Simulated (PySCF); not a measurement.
Compound: (CH3)3CCH2F, C₅H₁₁F.
SMILES: `C(C)(CF)(C)C`

The calculation used TDDFT PBE0/def2-SVPD, vertical, gas phase, core orbitals frozen in the response in PySCF. Isolated species at its PBE0-D3(BJ)/def2-SVP geometry, gas phase. Torsions of this conformer, `[CH3:1][C:2]([CH3:3])([CH3:4])[CH2:5][F:6]`: C1–C2–C5–F6 180°.

| state | E (eV) | λ (nm) | f | \|μ\| (D) | main configurations (H = HOMO, L = LUMO) |
| --- | --- | --- | --- | --- | --- |
| S1 | 8.45 | 146.8 | 0.063 | 1.40 | H→L (98%) |
| S2 | 8.66 | 143.1 | 0.091 | 1.66 | H-1→L (98%) |
| S3 | 8.92 | 139.0 | 0.050 | 1.22 | H-2→L (98%) |
| S4 | 9.13 | 135.8 | 0.0033 | 0.31 | H→L+1 (92%) |
| S5 | 9.19 | 134.9 | 0.012 | 0.58 | H-3→L (78%), H-1→L+1 (9%) |
| S6 | 9.39 | 132.1 | 0.0030 | 0.29 | H-1→L+1 (81%), H-3→L (11%) |
| S7 | 9.50 | 130.5 | 0.014 | 0.62 | H→L+2 (90%) |
| S8 | 9.53 | 130.1 | 0.012 | 0.59 | H→L+3 (94%) |
| S9 | 9.69 | 128.0 | 0.0014 | 0.20 | H-4→L (79%) |
| S10 | 9.73 | 127.4 | 0.0065 | 0.42 | H-1→L+2 (49%), H-2→L+1 (33%) |

Triplets, Tamm–Dancoff:

| state | E (eV) | λ (nm) | main configurations (H = HOMO, L = LUMO) |
| --- | --- | --- | --- |
| T1 | 8.26 | 150.1 | H→L (94%) |
| T2 | 8.43 | 147.0 | H-1→L (92%) |
| T3 | 8.74 | 141.9 | H-2→L (96%) |
| T4 | 8.85 | 140.1 | H→L+1 (81%) |

The lowest singlet lies at 8.45 eV (147 nm, vacuum ultraviolet) and is of moderate strength; its leading configuration is HOMO→LUMO (98%). The strongest level in the table is S2 at 8.66 eV (143 nm, f = 0.091). Löwdin shares by element: HOMO carbon 48% or more, fluorine 20% (atoms not listed hold the other 31%); LUMO carbon 44% or more (atoms not listed hold the other 56%). The oscillator strengths of these states sum to 0.256; summed over the whole spectrum of an exact calculation they would give the number of electrons, 50 (Thomas–Reiche–Kuhn). Of the 10 states listed, 6 reach f = 0.01 and none stays under 0.0005. Weighted by f, the mean energy of these states is 8.82 eV. No computed singlet lies in the visible range (380 to 750 nm); the lowest, at 147 nm, stands 5.19 eV above its violet end (3.26 eV). The vertical ionisation energy (ΔSCF) is 10.97 eV, 1.24 eV above S10. Only the lowest 10 singlets were computed, as vertical energies without vibronic structure.
